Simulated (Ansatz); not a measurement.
# BClH₄N+ (SMILES [NH3+]BCl): single points off equilibrium

The task here is to estimate one member of a computed series from the others.

Computed with Ansatz 0.2.0, Gaussian basis. Level: single points in def2-TZVPP.

Correlated methods freeze the cores.

## The starting structure

SMILES `[NH3+]BCl`, 7 atoms, charge 1, spin multiplicity 1.

Atoms are counted from 1 here; the program's logs count them from 0.

Bond lengths: N1–B2 1.523 Å, N1–H4 1.198 Å, N1–H5 0.992 Å, N1–H6 0.952 Å, B2–Cl3 1.697 Å, B2–H7 0.994 Å. Angles: B2–N1–H4 115.6°, B2–N1–H5 108.8°, B2–N1–H6 122.5°, H4–N1–H5 104.4°, H4–N1–H6 94.1°, H5–N1–H6 109.5°, N1–B2–Cl3 110.5°, N1–B2–H7 125.4°, Cl3–B2–H7 121.1°.

Geometry (Å):

```xyz
7
charge 1, multiplicity 1
N    -0.56860    0.42310   -0.03120
B     0.77370   -0.28880   -0.13520
Cl    1.08800   -1.17250    1.27930
H    -1.51430   -0.28380    0.17190
H    -0.76740    0.85840   -0.89990
H    -0.77720    1.02120    0.67950
H     1.50460   -0.05140   -0.76500
```

Set-up of the first run:

run/in.yaml

```yaml
crystal:
  periodic: [false, false, false]
  atoms:
    - {symbol: N, position_ang: [-0.568600, 0.423100, -0.031200]}
    - {symbol: B, position_ang: [0.773700, -0.288800, -0.135200]}
    - {symbol: Cl, position_ang: [1.088000, -1.172500, 1.279300]}
    - {symbol: H, position_ang: [-1.514300, -0.283800, 0.171900]}
    - {symbol: H, position_ang: [-0.767400, 0.858400, -0.899900]}
    - {symbol: H, position_ang: [-0.777200, 1.021200, 0.679500]}
    - {symbol: H, position_ang: [1.504600, -0.051400, -0.765000]}
basis:
  gaussian: {orbitals: def2-TZVPP}
total_charge: 1
correlation: {method: ccsd_t}
output: {forces: true}
```

The command line of these runs was not kept.

Steps of the session up to this table: CCSD(T)/def2-TZVPP; PBE0-D4/def2-TZVPP; wB97M-V/def2-TZVPP; r2SCAN-D4/def2-TZVPP; PBE-D4/def2-TZVPP; wB97X-V/def2-TZVPP; LC-wPBE/def2-TZVPP.

One table of the session follows, with a row left open; its other results are not shown here.

```
   method  RMS force component (eV/Å)  angle to CCSD(T) forces (°)
  CCSD(T)                       3.180                    reference
  PBE0-D4                           ?                            ?
  wB97M-V                       3.143                          1.0
r2SCAN-D4                       3.174                          1.2
   PBE-D4                       3.186                          3.3
  wB97X-V                       3.236                          0.7
  LC-wPBE                       3.274                          2.1
```

Estimate the missing values for PBE0-D4.

As computed: RMS force component (eV/Å): 3.222; angle to CCSD(T) forces (°): 1.7. In the column «RMS force component (eV/Å)» it lies between PBE-D4 (3.186) and wB97X-V (3.236).
